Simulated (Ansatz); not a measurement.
in.yaml

```yaml
crystal:
  periodic: [false, false, false]
  atoms:
    - {symbol: Si, position_ang: [-1.617631, 0.028327, 0.000000]}
    - {symbol: H, position_ang: [-2.112503, 1.428035, 0.000001]}
    - {symbol: H, position_ang: [-2.112502, -0.671527, 1.212183]}
    - {symbol: H, position_ang: [-2.112502, -0.671527, -1.212182]}
    - {symbol: H, position_ang: [-0.025631, 0.028327, 0.000000]}
    - {symbol: Si, position_ang: [1.681369, 0.028327, 0.000000]}
    - {symbol: H, position_ang: [2.293550, -0.845957, 1.090012]}
    - {symbol: H, position_ang: [2.293549, -0.845957, -1.090013]}
basis:
  gaussian: {orbitals: def2-SVP}
magnetization: {spin_polarized: false}
correlation: {method: bccd_t, electrons: outside_noble_gas}
output: {forces: true}
```

```sh
$ ansatz run in.yaml --threads 1 --pin off --events-out ev --progress --plain --max-ram 2393MiB
```

The program prints:

```
646 factors; integrals over basis functions are off by at most 1.5e-3 eV
mean field evaluation 1: about -15809.9395 eV, gradient 1.4e1 eV
mean field evaluation 2: about -15809.9399 eV, gradient 1.4e1 eV
mean field evaluation 4: about -15811.0586 eV, gradient 1.2e0 eV
mean field evaluation 8: about -15811.0695 eV, gradient 2.6e-3 eV
mean field evaluation 16: about -15811.0695 eV, gradient 4.1e-6 eV
mean field -15811.06952640 eV, -581.0460879674 hartree, gradient 4.1e-6 eV, S^2 0.000000; 0 other end points of the search recorded, 0 dependent functions left out; unrestricted orbitals would lower it
10 core orbitals not correlated: weight in the atoms' cores, before any rotation towards them, 1.000 or more for the frozen orbitals, at most 0.000 for the correlated occupied ones
reference -15811.06952640 eV, -581.0460879674 hartree; 7, 7 occupied and 49, 49 virtual orbitals, 646 factors
second order -5.85508976 eV of doubles, -0.00000000 eV of singles
cycle   1  -6.93070511 eV  change    -1.1e0 eV  update   8.3e-2
cycle   2  -7.31608628 eV  change   -3.9e-1 eV  update   3.2e-2
cycle   3  -7.34067610 eV  change   -2.5e-2 eV  update   1.2e-2
cycle   4  -7.33262935 eV  change    8.0e-3 eV  update   6.3e-3
cycle   5  -7.33131232 eV  change    1.3e-3 eV  update   3.3e-3
cycle   6  -7.33108801 eV  change    2.2e-4 eV  update   1.7e-3
cycle   7  -7.33114473 eV  change   -5.7e-5 eV  update   8.1e-4
cycle   8  -7.33130388 eV  change   -1.6e-4 eV  update   2.8e-4
cycle   9  -7.33122197 eV  change    8.2e-5 eV  update   1.0e-4
cycle  10  -7.33118006 eV  change    4.2e-5 eV  update   3.5e-5
cycle  11  -7.33118311 eV  change   -3.0e-6 eV  update   1.2e-5
cycle  12  -7.33118176 eV  change    1.3e-6 eV  update   4.3e-6
cycle  13  -7.33118412 eV  change   -2.4e-6 eV  update   1.6e-6
perturbative correction -0.19188479 eV, -0.0070516361 hartree
the calculation of the forces begins
Total energy: -15818.59259532 eV, -581.3225556507 hartree
Atom 0 at    -1.617631     0.028327     0.000000 Å, force    -0.328523    -0.513194    -0.000000 eV/Å
Atom 1 at    -2.112503     1.428035     0.000001 Å, force     0.322478     0.021903    -0.000000 eV/Å
Atom 2 at    -2.112502    -0.671527     1.212183 Å, force     0.086430     0.009906     0.016067 eV/Å
Atom 3 at    -2.112502    -0.671527    -1.212182 Å, force     0.086430     0.009906    -0.016067 eV/Å
Atom 4 at    -0.025631     0.028327     0.000000 Å, force    -1.351291    -0.159370    -0.000000 eV/Å
Atom 5 at     1.681369     0.028327     0.000000 Å, force     2.512636     1.145767     0.000000 eV/Å
Atom 6 at     2.293550    -0.845957     1.090012 Å, force    -0.664080    -0.257459     0.131333 eV/Å
Atom 7 at     2.293549    -0.845957    -1.090013 Å, force    -0.664080    -0.257459    -0.131333 eV/Å
Dipole moment:    -0.490548    -0.049818     0.000000 e Å
```

Forces (eV/Å):
```
Si  -0.329 -0.513  0.000
H    0.322  0.022  0.000
H    0.086  0.010  0.016
H    0.086  0.010 -0.016
H   -1.351 -0.159  0.000
Si   2.513  1.146  0.000
H   -0.664 -0.257  0.131
H   -0.664 -0.257 -0.131
```

Ran on 1 thread of AMD EPYC 7R43, shared host: 7 s wall, 0.25 GiB peak host memory.
